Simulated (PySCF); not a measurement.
# A diatomic session: MgSi−

Aim: find the lowest electronic state of MgSi−, scan its bond at several levels of theory, and get bond length, wavenumber and dissociation energy from each curve.

Method: Mg aug-cc-pVDZ-DK, Si aug-cc-pVDZ-DK, spin-free X2C with a Gaussian nucleus; program: PySCF 2.14.0.

2 further runs of the same task are left out: 2 set aside as unsound or not needed.

## (1) Set-up

A driver script around PySCF takes these settings:

| Quantity | Value |
| --- | --- |
| atoms | Mg, Si |
| charge | -1 |
| basis | Mg aug-cc-pVDZ-DK, Si aug-cc-pVDZ-DK |
| Hamiltonian | spin-free X2C with a Gaussian nucleus |
| basis functions | 54 |
| electrons treated | 27 |
| masses in u | 23.9850, 27.9769 |
| levels | PBE0, PBE, r²SCAN, MN15, PBEsol, revPBE, HF, MP2, SCS-MP2, CCSD, CCSD(T) |
| grid | 80 radial by 434 angular points |
| occupations | held fixed by the projection of orbital angular momentum |
| dissociation limit | Mg + Si−, each in its ground configuration |
| starting distance in angstrom | 2.570 |
| values of 2S to try | 1, 3 |

On the command line:

```sh
$ OMP_NUM_THREADS=1 python dia.py task.json out
```

Further steps of the session: First curve: PBE0; Excited determinants; PBE; r²SCAN; MN15 (hybrid meta-GGA); PBEsol (GGA); revPBE (GGA); UHF (mean field); Correlated methods on the Hartree–Fock reference.

Q: Predict the outcome of this session. Wanted: for each run, Re; ωe; De; μ.

As calculated:

Lowest PBE0 solution found, without spin–orbit coupling: ⁴Σ⁻ (quartet), unpaired electrons σ ↑, π ↑↑. State 2 has its PBE0 minimum 0.34 eV higher, as a spin-mixed determinant (⟨S²⟩ = 1.78), so this is no gap between pure states. The other levels ran on the lowest alone.

| level | Re (Å) | ωe (cm⁻¹) | De (eV) | μ (D) |
| --- | --- | --- | --- | --- |
| UHF | 2.899 | 176.7 | 0.55 | 0.95 |
| UHF-MP2 | 2.751 | 219.5 | 0.80 | n/a |
| UHF-SCS-MP2 | 2.758 | 216.3 | 0.76 | n/a |
| UHF-CCSD | 2.778 | 214.1 | 0.76 | n/a |
| UHF-CCSD(T) | 2.751 | 226.1 | 0.84 | n/a |
| PBE | 2.691 | 249.9 | 1.07 | 0.60 |
| PBEsol | 2.671 | 259.4 | 1.17 | 0.65 |
| revPBE | 2.711 | 243.1 | 0.99 | 0.65 |
| r²SCAN | 2.679 | 258.2 | 1.11 | 0.54 |
| PBE0 | 2.692 | 245.9 | 1.02 | 0.53 |
| MN15 | 2.728 | 219.6 | 0.92 | 0.80 |

De is counted to Mg + Si− in their ground configurations. A positive dipole points from Mg to Si; in an ion it is taken about the centre of mass and does not tell which atom is negative.

**Reading.** Bond lengths run from 2.671 Å (PBEsol) to 2.899 Å (UHF). CCSD(T) can't serve as the judge here: for a weak bond in this basis it is far from its limit. Among the levels with a De in the table, it runs from 0.55 eV (UHF) to 1.17 eV (PBEsol).

Correlated steps freeze 6 core orbitals. With some functionals the highest level of the anion is positive, from self-interaction error or because the anion is truly unbound there; the finite basis then holds the extra electron, and no neutral molecule was run to test the binding.
